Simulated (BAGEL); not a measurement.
# doublet AlBH4O+ at 4 levels

Wanted: a comparison of 4 runs (UHF/STO-3G, UHF/3-21G, ROHF/6-311+G**, UHF/6-311+G**) of doublet AlBH4O+. 

The calculation is run with BAGEL 1.2.2.

4 further runs of the same task are left out: 3 that didn't finish, 1 set aside as unsound or not needed. Runs told in other sessions of the task aren't counted.

### 1 The system as given

AlBH4O+: 7 atoms, total charge +1, spin state doublet. As SMILES of the parent species, `B[O][AlH2]`. Geometry: a GFN2-xTB relaxation, a rough one for these elements and not checked as a minimum. That shape belongs to the parent species and isn't relaxed for this state.

Bond lengths: B1–O2 1.337 Å, O2–Al3 1.663 Å, B1–H4 1.177 Å, B1–H5 1.177 Å, Al3–H6 1.534 Å, Al3–H7 1.534 Å. Angles: B1–O2–Al3 179.9°, O2–B1–H4 119.6°, O2–B1–H5 119.5°, O2–Al3–H6 118.9°, O2–Al3–H7 118.9°, H4–B1–H5 120.9°, H6–Al3–H7 122.3°.

### 2 The energy at UHF/STO-3G (density fitting with qzvpp-jkfit) (run 1)

The input, input.json:

```json
{ "bagel": [

{
  "title": "molecule",
  "basis": "sto-3g",
  "df_basis": "qzvpp-jkfit",
  "angstrom": "true",
  "geometry": [
    { "atom": "B", "xyz": [      -1.239790,       0.460500,      -0.755050 ] },
    { "atom": "O", "xyz": [      -0.151010,       0.055000,      -0.092790 ] },
    { "atom": "Al", "xyz": [       1.203290,      -0.447170,       0.732080 ] },
    { "atom": "H", "xyz": [      -1.722060,      -0.243360,      -1.565440 ] },
    { "atom": "H", "xyz": [      -1.702020,       1.516540,      -0.519180 ] },
    { "atom": "H", "xyz": [       1.819640,       0.486770,       1.781480 ] },
    { "atom": "H", "xyz": [       1.791950,      -1.828280,       0.418900 ] }
  ]
},

{
  "title": "uhf",
  "charge": 1,
  "nopen": 1
},

{
  "title": "print",
  "file": "orbitals.molden",
  "orbitals": "true"
}

]}
```

On the command line:

```console
$ BAGEL_NUM_THREADS=1 BAGEL input.json > input.out
```

Standard output:

```text
* using 1 threads per process

  ===============================================================
  ===============================================================

  *** Geometry ***

  { "atom" : "B", "xyz" : [     -2.342864,      0.870219,     -1.426838 ] },
  { "atom" : "O", "xyz" : [     -0.285368,      0.103935,     -0.175348 ] },
  { "atom" : "Al", "xyz" : [      2.273889,     -0.845029,      1.383431 ] },
  { "atom" : "H", "xyz" : [     -3.254222,     -0.459884,     -2.958253 ] },
  { "atom" : "H", "xyz" : [     -3.216352,      2.865845,     -0.981108 ] },
  { "atom" : "H", "xyz" : [      3.438621,      0.919862,      3.366509 ] },
  { "atom" : "H", "xyz" : [      3.386295,     -3.454948,      0.791606 ] },

  Number of auxiliary basis functions:      352

  Since a DF basis is specified, we compute 2- and 3-index integrals:
    o Being stored without compression. Storage requirement is 0.001 GB

  Number of basis functions:       23
  Number of electrons      :       30

    * METHOD: MOLECULE                             0.08

  *** Open-shell HF ***

  === Nuclear Repulsion ===
    86.7543109197

      * DIIS with orbital gradients will be used.

  === UHF iteration (sto-3g) ===
      0       -339.30442880          0.03294747           0.01
      1       -339.37539066          0.01880142           0.01
      2       -339.39815734          0.00932460           0.01
      3       -339.40822961          0.00701613           0.01
      4       -339.41821024          0.00199657           0.01
      5       -339.41870709          0.00100673           0.01
      6       -339.41897697          0.00013439           0.01
      7       -339.41902706          0.00006171           0.01
      8       -339.41905366          0.00003281           0.01
      9       -339.41906298          0.00001236           0.01
     10       -339.41906416          0.00000282           0.01
     11       -339.41906421          0.00000090           0.01
     12       -339.41906422          0.00000064           0.01
     13       -339.41906422          0.00000044           0.01
     14       -339.41906422          0.00000031           0.01
     15       -339.41906422          0.00000010           0.01
     16       -339.41906422          0.00000006           0.01
     17       -339.41906422          0.00000003           0.01
     18       -339.41906422          0.00000001           0.01
     19       -339.41906422          0.00000001           0.01
    * SCF iteration converged.

    * S^2 (UHF) is 0.7606

    * Permanent dipole moment:
           (    0.411196,    -0.152890,     0.251900) a.u.

    * METHOD: UHF                                  0.27

    * METHOD: PRINT                                0.00

  ===============================================================
```

It took 0.48 s on 1 thread of Arm Neoverse V1, shared host.

### 3 The energy at UHF/3-21G (density fitting with qzvpp-jkfit) (run 2)

The input, calc.json:

```json
{ "bagel" : [

{
  "title" : "molecule",
  "basis" : "3-21g",
  "df_basis" : "qzvpp-jkfit",
  "angstrom" : true,
  "geometry" : [
    { "atom" : "B", "xyz" : [      -1.239790,       0.460500,      -0.755050 ] },
    { "atom" : "O", "xyz" : [      -0.151010,       0.055000,      -0.092790 ] },
    { "atom" : "Al", "xyz" : [       1.203290,      -0.447170,       0.732080 ] },
    { "atom" : "H", "xyz" : [      -1.722060,      -0.243360,      -1.565440 ] },
    { "atom" : "H", "xyz" : [      -1.702020,       1.516540,      -0.519180 ] },
    { "atom" : "H", "xyz" : [       1.819640,       0.486770,       1.781480 ] },
    { "atom" : "H", "xyz" : [       1.791950,      -1.828280,       0.418900 ] }
  ]
},

{
  "title" : "uhf",
  "charge" : 1,
  "nopen" : 1
},

{
  "title" : "print",
  "file" : "orbitals.molden",
  "orbitals" : true
}

]}
```

On the command line:

```console
$ BAGEL_NUM_THREADS=1 BAGEL calc.json > calc.out
```

Standard output:

```text
* using 1 threads per process

  ===============================================================
  ===============================================================

  *** Geometry ***

  { "atom" : "B", "xyz" : [     -2.342864,      0.870219,     -1.426838 ] },
  { "atom" : "O", "xyz" : [     -0.285368,      0.103935,     -0.175348 ] },
  { "atom" : "Al", "xyz" : [      2.273889,     -0.845029,      1.383431 ] },
  { "atom" : "H", "xyz" : [     -3.254222,     -0.459884,     -2.958253 ] },
  { "atom" : "H", "xyz" : [     -3.216352,      2.865845,     -0.981108 ] },
  { "atom" : "H", "xyz" : [      3.438621,      0.919862,      3.366509 ] },
  { "atom" : "H", "xyz" : [      3.386295,     -3.454948,      0.791606 ] },

  Number of auxiliary basis functions:      352

  Since a DF basis is specified, we compute 2- and 3-index integrals:
    o Being stored without compression. Storage requirement is 0.004 GB

  Number of basis functions:       39
  Number of electrons      :       30

    * METHOD: MOLECULE                             0.08

  *** Open-shell HF ***

  === Nuclear Repulsion ===
    86.7543109197

      * DIIS with orbital gradients will be used.

  === UHF iteration (3-21g) ===
      0       -341.46971959          0.06423837           0.02
      1       -341.54459398          0.05547453           0.02
      2       -341.57810377          0.04046194           0.02
      3       -341.61829016          0.00525021           0.02
      4       -341.62476326          0.00431572           0.02
      5       -341.63282578          0.00151317           0.02
      6       -341.63372024          0.00059220           0.02
      7       -341.63403915          0.00031683           0.02
      8       -341.63411562          0.00018894           0.02
      9       -341.63413445          0.00008574           0.02
     10       -341.63413762          0.00001190           0.02
     11       -341.63413912          0.00000787           0.02
     12       -341.63413976          0.00000403           0.02
     13       -341.63413980          0.00000165           0.02
     14       -341.63413980          0.00000042           0.02
     15       -341.63413980          0.00000023           0.02
     16       -341.63413980          0.00000019           0.02
     17       -341.63413980          0.00000012           0.02
     18       -341.63413980          0.00000008           0.02
     19       -341.63413980          0.00000006           0.02
     20       -341.63413980          0.00000004           0.02
     21       -341.63413980          0.00000003           0.02
     22       -341.63413980          0.00000002           0.02
     23       -341.63413980          0.00000001           0.02
    * SCF iteration converged.

    * S^2 (UHF) is 0.7718

    * Permanent dipole moment:
           (    0.678925,    -0.252828,     0.414614) a.u.

    * METHOD: UHF                                  0.58

    * METHOD: PRINT                                0.00

  ===============================================================
```

Wall time 0.81 s (1 thread of Arm Neoverse V1, shared host).

Run 3 isn't shown in full; the table further down has it.

### 4 A single-point energy at UHF/6-311+G(d,p) (density fitting with qzvpp-jkfit) (run 4)

The input, calc.json:

```json
{ "bagel" : [

{
  "title" : "molecule",
  "basis" : "6-311+gss.json",
  "df_basis" : "qzvpp-jkfit",
  "angstrom" : true,
  "geometry" : [
    { "atom" : "B", "xyz" : [   -1.239790,    0.460500,   -0.755050 ] },
    { "atom" : "O", "xyz" : [   -0.151010,    0.055000,   -0.092790 ] },
    { "atom" : "Al", "xyz" : [    1.203290,   -0.447170,    0.732080 ] },
    { "atom" : "H", "xyz" : [   -1.722060,   -0.243360,   -1.565440 ] },
    { "atom" : "H", "xyz" : [   -1.702020,    1.516540,   -0.519180 ] },
    { "atom" : "H", "xyz" : [    1.819640,    0.486770,    1.781480 ] },
    { "atom" : "H", "xyz" : [    1.791950,   -1.828280,    0.418900 ] }
  ]
},
{
  "title" : "uhf",
  "charge" : 1,
  "nopen" : 1
},
{
  "title" : "print",
  "file" : "orbitals.molden",
  "orbitals" : true
}

]}
```

The basis set 6-311+G** is read from a file made from the Basis Set Exchange's data (not shown).

On the command line:

```console
$ BAGEL_NUM_THREADS=1 BAGEL calc.json > calc.out
```

Standard output:

```text
* using 1 threads per process

  ===============================================================
  ===============================================================

  *** Geometry ***

  { "atom" : "B", "xyz" : [     -2.342864,      0.870219,     -1.426838 ] },
  { "atom" : "O", "xyz" : [     -0.285368,      0.103935,     -0.175348 ] },
  { "atom" : "Al", "xyz" : [      2.273889,     -0.845029,      1.383431 ] },
  { "atom" : "H", "xyz" : [     -3.254222,     -0.459884,     -2.958253 ] },
  { "atom" : "H", "xyz" : [     -3.216352,      2.865845,     -0.981108 ] },
  { "atom" : "H", "xyz" : [      3.438621,      0.919862,      3.366509 ] },
  { "atom" : "H", "xyz" : [      3.386295,     -3.454948,      0.791606 ] },

  Number of auxiliary basis functions:      352

  Since a DF basis is specified, we compute 2- and 3-index integrals:
    o Being stored without compression. Storage requirement is 0.027 GB

  Number of basis functions:       98
  Number of electrons      :       30

    * METHOD: MOLECULE                             0.13

  *** Open-shell HF ***

  === Nuclear Repulsion ===
    86.7543109197

      * DIIS with orbital gradients will be used.

  === UHF iteration (6-311+gss.json) ===
      0       -343.23067328          0.06108214           0.07
      1       -343.31952586          0.05885058           0.07
      2       -343.38991653          0.04652945           0.07
      3       -343.52507056          0.00325895           0.07
      4       -343.53035039          0.00259851           0.07
      5       -343.53463221          0.00207903           0.07
      6       -343.54059752          0.00109120           0.07
      7       -343.54084703          0.00067294           0.07
      8       -343.54120138          0.00018551           0.07
      9       -343.54126105          0.00012948           0.07
     10       -343.54127523          0.00004518           0.07
     11       -343.54127816          0.00000842           0.07
     12       -343.54127850          0.00000303           0.07
     13       -343.54127862          0.00000151           0.07
     14       -343.54127866          0.00000140           0.07
     15       -343.54127868          0.00000101           0.07
     16       -343.54127870          0.00000015           0.07
     17       -343.54127870          0.00000006           0.07
     18       -343.54127870          0.00000002           0.07
     19       -343.54127870          0.00000001           0.07
    * SCF iteration converged.

    * S^2 (UHF) is 0.7736

    * Permanent dipole moment:
           (    0.783464,    -0.291544,     0.478261) a.u.

    * METHOD: UHF                                  1.52

    * METHOD: PRINT                                0.02

  ===============================================================
```

Wall time 1.8 s (1 thread of Arm Neoverse V1, shared host); peak memory 0.099 GiB.

### 5 All runs side by side

| run | level | energy (Eh) | ⟨S²⟩ | wall time |
| --- | --- | --- | --- | --- |
| 1 | UHF/STO-3G (density fitting with qzvpp-jkfit) | -339.419064 | 0.761 | 0.48 s |
| 2 | UHF/3-21G (density fitting with qzvpp-jkfit) | -341.634140 | 0.772 | 0.81 s |
| 3 | ROHF/6-311+G** (density fitting with qzvpp-jkfit) | -343.533242 | 0.750 | 2.1 s |
| 4 | UHF/6-311+G** (density fitting with qzvpp-jkfit) | -343.541279 | 0.774 | 1.8 s |

### 6 What came out

| quantity | value |
| --- | --- |
| run 4: total energy | -343.54128 Eh |
| run 4: ⟨S²⟩ | 0.774 |

In words: In run 1 the basis is minimal, so the values are rough. All runs together took 5.2 s, the longest 2.1 s.
